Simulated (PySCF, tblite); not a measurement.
**C5H7S radical: geometry, infrared bands and EPR parameters**

What infrared bands and EPR parameters should C5H7S radical (`CS[C@H]1[C@@H]2[CH][C@@H]21`) show?

The runs use tblite 0.8.0 and PySCF 2.14.0, with density-fitted response routines of our own; the level of theory stands in each step. All values are computed, except where a source is named. Atoms count from 0, in the outputs and in this text.

## Step 1: The molecule as given

13 atoms, charge 0, multiplicity 2; geometry from: force field or distance geometry start.

Bonds of the start (Å): C0–S1 1.83, S1–C2 1.76, C2–C3 1.54, C3–C4 1.54, C4–C5 1.53, C5–C2 1.56, C5–C3 1.36, C0–H6 1.13, C0–H7 1.10, C0–H8 1.10, C2–H9 1.09, C3–H10 1.04, C4–H11 1.09, C5–H12 1.04.

## Step 2: Geometry optimisation with GFN2-xTB

What the job is given:

```
{"job": {"kind": "relax", "xc": "GFN2-xTB", "basis": "xTB"}, "charge": 0, "multiplicity": 2}
C      2.396500     0.339900    -0.087100
S      1.248300    -1.085300    -0.023800
C     -0.202900    -0.507500    -0.839300
C     -1.639200    -0.889900    -0.441200
C     -2.293000     0.492200    -0.647400
C     -1.098000     0.152300     0.252100
H      1.750600     1.266500    -0.075300
H      3.057100     0.405600     0.793600
H      2.924600     0.312000    -1.048200
H     -0.044200     0.058500    -1.758900
H     -2.100300    -1.818600    -0.401900
H     -3.183200     0.746500    -0.065300
H     -0.820700     0.528200     1.180100
```

On the command line:

```bash
OMP_NUM_THREADS=1 python probes_run.py task.json out
```

One launch serves the whole session: the jobs run in the order shown.

The log of the run:

```text
step      E/eV     max force
  0    -470.68188    4.761
  1    -471.37963    2.159
  2    -471.58827    3.129
  3    -471.71004    0.676
  4    -471.74039    0.530
  5    -471.78188    0.884
  6    -471.81801    0.822
  7    -471.85830    0.588
  8    -471.88684    0.388
  9    -471.90238    0.356
 10    -471.91436    0.354
 11    -471.92518    0.240
 12    -471.93206    0.235
 13    -471.93765    0.228
 14    -471.94342    0.231
 15    -471.94882    0.201
 16    -471.95270    0.129
 17    -471.95483    0.132
 18    -471.95635    0.117
 19    -471.95803    0.124
 20    -471.95965    0.140
 21    -471.96119    0.106
 22    -471.96289    0.135
 23    -471.96504    0.137
 24    -471.96768    0.180
 25    -471.97037    0.186
 26    -471.97231    0.111
 27    -471.97343    0.088
 28    -471.97437    0.085
 29    -471.97563    0.141
 30    -471.97738    0.168
 31    -471.97946    0.137
 32    -471.98121    0.106
 33    -471.98217    0.076
 34    -471.98260    0.044
 35    -471.98289    0.041
 36    -471.98322    0.047
 37    -471.98358    0.056
 38    -471.98395    0.053
 39    -471.98430    0.055
 40    -471.98466    0.051
 41    -471.98514    0.068
 42    -471.98584    0.080
 43    -471.98675    0.078
 44    -471.98770    0.080
 45    -471.98867    0.080
 46    -471.98983    0.096
 47    -471.99161    0.119
 48    -471.99437    0.151
 49    -471.99735    0.156
 50    -471.98479    0.569
 51    -472.00011    0.108
 52    -472.00113    0.108
 53    -472.00337    0.127
 54    -472.00439    0.103
 55    -472.00624    0.061
 56    -472.00647    0.048
 57    -472.00688    0.041
 58    -472.00711    0.051
 59    -472.00746    0.055
 60    -472.00780    0.055
 61    -472.00814    0.045
 62    -472.00843    0.040
 63    -472.00865    0.040
 64    -472.00880    0.033
 65    -472.00888    0.021
 66    -472.00893    0.020
 67    -472.00898    0.021
 68    -472.00903    0.021
 69    -472.00907    0.018
 70    -472.00910    0.011
 71    -472.00911    0.007
```

Wall time 0.61 s (1 thread of Arm Neoverse N1, shared host).

Along the way: (not every step is listed)

```csv
step,energy from step 0 (eV),largest force (eV/Å)
0,0.0000,4.7608
1,-0.6978,2.1594
2,-0.9064,3.1294
3,-1.0282,0.6758
4,-1.0585,0.5305
5,-1.1000,0.8840
6,-1.1361,0.8222
7,-1.1764,0.5881
8,-1.2050,0.3882
13,-1.2558,0.2277
18,-1.2745,0.1170
23,-1.2832,0.1366
28,-1.2925,0.0845
33,-1.3003,0.0759
38,-1.3021,0.0528
43,-1.3049,0.0778
48,-1.3125,0.1512
53,-1.3215,0.1273
58,-1.3252,0.0514
63,-1.3268,0.0396
66,-1.3271,0.0201
67,-1.3271,0.0211
68,-1.3272,0.0211
69,-1.3272,0.0180
70,-1.3272,0.0114
71,-1.3272,0.0071
```

Distances of close pairs at the start and the end, largest changes first:

| bond | before (Å) | after (Å) | change (Å) |
| --- | --- | --- | --- |
| C3–C5 | 1.364 | 1.561 | +0.197 |
| C3–C4 | 1.543 | 1.458 | -0.085 |
| C4–C5 | 1.534 | 1.457 | -0.077 |
| C2–C5 | 1.558 | 1.494 | -0.064 |
| C2–C3 | 1.539 | 1.489 | -0.050 |
| C0–H6 | 1.130 | 1.086 | -0.044 |
| S1–C2 | 1.762 | 1.805 | +0.042 |
| C3–H10 | 1.038 | 1.074 | +0.036 |

The final coordinates are the input of the step that follows.

## Step 3: Infrared spectrum with GFN2-xTB

What the job is given:

```
{"job": {"kind": "ir", "xc": "GFN2-xTB", "basis": "xTB"}, "charge": 0, "multiplicity": 2}
C      2.407709     0.272215    -0.118927
S      1.192177    -1.055066     0.119329
C     -0.214140    -0.249946    -0.674601
C     -1.560570    -0.867744    -0.524708
C     -2.351748     0.342726    -0.709683
C     -1.202369     0.480262     0.175421
H      2.061571     1.172662     0.379979
H      3.335415    -0.069438     0.327611
H      2.546852     0.450240    -1.181909
H      0.062643     0.170433    -1.636169
H     -1.789882    -1.831969    -0.111592
H     -3.381257     0.468653    -0.426649
H     -1.110789     0.717458     1.219098
```

The log of the run:

```text
mode    cm-1     km/mol
  1      42.6      4.44
  2     136.5      0.10
  3     160.2      4.27
  4     244.9      9.12
  5     310.3      0.40
  6     411.3     11.93
  7     668.3     13.18
  8     733.1      8.33
  9     752.1     12.20
 10     783.9     57.27
 11     834.9      7.44
 12     870.4      2.39
 13     905.8      6.46
 14     947.5      0.37
 15     947.7      1.60
 16     955.9      9.00
 17     998.4      3.21
 18    1051.5      0.77
 19    1078.7      0.44
 20    1122.1      0.17
 21    1194.4     31.81
 22    1314.7     17.41
 23    1317.6      2.94
 24    1418.1      3.02
 25    1448.2      7.19
 26    1450.0      5.95
 27    2972.9     15.13
 28    3020.7      8.20
 29    3030.4      8.05
 30    3064.6      3.99
 31    3086.4     66.37
 32    3102.5     29.88
 33    3115.4     13.17
```

It took 0.53 s on 1 thread of Arm Neoverse N1, shared host.

The strongest bands and the atoms that carry them (share of the mass-weighted mode):

| cm⁻¹ | km/mol | atoms |
| --- | --- | --- |
| 668 | 13.2 | C2 31 %, C5 17 %, C3 17 % |
| 784 | 57.3 | H10 25 %, H12 21 %, C3 18 %, C5 15 % |
| 1194 | 31.8 | H9 84 % |
| 1315 | 17.4 | C2 43 %, C3 25 %, C5 20 % |
| 2973 | 15.1 | H9 93 % |
| 3086 | 66.4 | H11 87 % |
| 3102 | 29.9 | H12 69 %, H10 22 % |
| 3115 | 13.2 | H10 68 %, H12 19 % |

## Step 4: EPR parameters: B3LYP/pcH-1

Same as in step 3 but for these lines:

```diff
@@ -1,2 +1,2 @@
-{"job": {"kind": "ir", "xc": "GFN2-xTB", "basis": "xTB"}, "charge": 0, "multiplicity": 2}
+{"job": {"kind": "epr", "basis": "pcH-1"}, "charge": 0, "multiplicity": 2}
 C      2.407709     0.272215    -0.118927
```

With the program's defaults for keys left out, this is: UKS B3LYP, pcH-1 on C H S, non-relativistic, mean-field spin-orbit, GIAO.

The log of the run:

```text
UKS, coarse grid
  cycle   1  E = -592.76827700  |g| = 2.43e-01
  cycle   2  E = -592.76876488  |g| = 2.45e-01
  cycle   3  E = -592.79865781  |g| = 4.95e-02
  cycle   4  E = -592.79975983  |g| = 2.62e-02
  cycle   5  E = -592.80010377  |g| = 5.69e-03
  cycle   6  E = -592.80012547  |g| = 4.11e-03
  cycle   7  E = -592.80013516  |g| = 9.99e-04
UKS, final grid
  cycle   1  E = -592.80012998  |g| = 1.01e-03
  cycle   2  E = -592.80012955  |g| = 1.47e-03
  cycle   3  E = -592.80013057  |g| = 1.63e-04
  cycle   4  E = -592.80013058  |g| = 9.48e-05
  cycle   5  E = -592.80013059  |g| = 4.77e-05
  cycle   6  E = -592.80013059  |g| = 6.07e-06
E = -592.80013059 Eh   <S^2> = 0.7528 (exact 0.7500)
g shifts (ppm)      1          2          3
  rmc          -151       -151       -151
  gc             45        -30          3
  oz_so         -42        629       1109
  total        -148        448        962
hyperfine (MHz)  atom isotope    a_iso     a_fc   dipolar eigenvalues
    0   13C      -0.53      -0.53     -0.31     -0.01      0.32
    1   33S       0.14       0.14     -0.62      0.15      0.48
    2   13C      34.01      34.02     -2.96     -2.05      5.00
    3   13C      27.44      27.45    -13.80    -10.48     24.27
    4   13C     343.25     343.33    -60.01    -59.90    119.91
    5   13C      24.04      24.05    -13.27     -9.92     23.19
    6    1H       0.06       0.06     -0.90     -0.89      1.79
    7    1H      -0.18      -0.18     -0.49     -0.43      0.92
    8    1H       0.86       0.86     -0.84     -0.65      1.49
    9    1H      29.14      29.14     -4.40     -3.80      8.21
   10    1H       1.10       1.10     -8.83     -1.75     10.58
   11    1H      23.04      23.03    -26.44     -3.94     30.38
   12    1H       2.21       2.21     -8.65     -1.80     10.45
```

Wall time 83 s (1 thread of Arm Neoverse N1, shared host); peak memory 0.88 GiB.

Principal g values 2.00217, 2.00277, 2.00328; g(iso) = 2.00274, against 2.00232 for a free electron.

Mean a(iso) over the nuclei that a row names, and the largest dipolar term of the row (other rows stand at the frozen geometry):

```
    nuclei  isotope  a(iso) (MHz)  a(iso) (G, at g = 2.0023)  largest dipolar term (MHz)
        C4      13C         343.2                      122.5                       119.9
        C2      13C          34.0                       12.1                         5.0
        H9       1H          29.1                       10.4                         8.2
    C3, C5      13C          25.7                        9.2                        24.3
       H11       1H          23.0                        8.2                        30.4
  H10, H12       1H           1.7                        0.6                        10.6
        C0      13C          -0.5                       -0.2                         0.3
H6, H7, H8       1H           0.2                        0.1                         1.8
        S1      33S           0.1                        0.1                        -0.6
```

Mulliken spin populations:

C0 0.00; S1 0.00; C2 -0.01; C3 0.10; C4 0.80; C5 0.09; H6 0.00; H7 0.00; H8 0.00; H9 0.03; H10 0.00; H11 0.00; H12 0.00

In first order the couplings over 0.8 MHz of 1H give 12 distinct lines over 19.8 G, if the averaged nuclei exchange fast.

Orbitals, density, ELF and potential are computed afterwards from the orbital file.

ELF in a plane through or near 4 of the atoms.

Ten even steps from ' ' (0.00) to '@' (1.00):
```
                                                        
                                                        
                                                        
                ....                                    
              ==%%%%++      ..::::..                    
            ..##@@@@@@      ::--==--::    ::::..        
            ::%%@@@@@@..  ..++******++--++%%@@##..      
            ::**@@@@%%..  ::####++%%%%**@@@@@@@@==      
        ..----==**%%++    ==%%%%::%%**==@@@@@@@@++      
        --****==++--==..::++##%%==++++--%%@@@@%%::      
        ==******==**++--++++**==++==%%##++====::        
        ..----======++++**##::%%##::**##--..            
            ......--####**++++%%##++**++::              
                ..++%%%%**::::==++****==..              
                ..**%%%%**..  ..::----..                
                ..++####++..      ....                  
                  --++++--                              
                      ..                                
                                                        
                                                        
```
The map spans 11.9 Å across and 8.1 Å up, centred on the molecule. Atoms in the plane (x, y in Å): C0 (-2.4, 0.1), C3 (1.6, -0.8), C5 (1.1, 0.7), H6 (-2.2, 1.1).

On the surface of density 0.002 e/bohr³ the electrostatic potential runs, from the 1st to the 99th percentile, from -0.99 V near S1 to 1.04 V near H12.

The spin density lies nearest to C4 59 %; H11 10 %; C3, C5 about 9 % each.

## Step 5: Results

| quantity | value |
| --- | --- |
| strongest single infrared mode (GFN2-xTB) | 3086 cm⁻¹, 66 km/mol |
| zero-point energy (GFN2-xTB) | 62.2 kcal/mol |
| g(iso) (B3LYP) | 2.00274 |
| ⟨S²⟩ | 0.753 (exact 0.75) |
| largest a(iso) (averaged by class) | 13C on C4, 343.2 MHz |
| surface potential, 1st and 99th percentile | -0.99 V and 1.04 V |

Over 71 steps the energy fell by 1.327 eV; of the close pairs, C3–C5 changed most, 1.364 to 1.561 Å. All 33 modes are real, so the xTB geometry is a minimum. The strongest single mode, at 3086 cm⁻¹, moves mainly H11. Unscaled tight-binding wavenumbers are off by several per cent, some by more. Its intensities can rank the bands wrongly. C4 carries the largest spin population, 0.80 e. The isotropic g lies 0.4 ppt above the free-electron value.
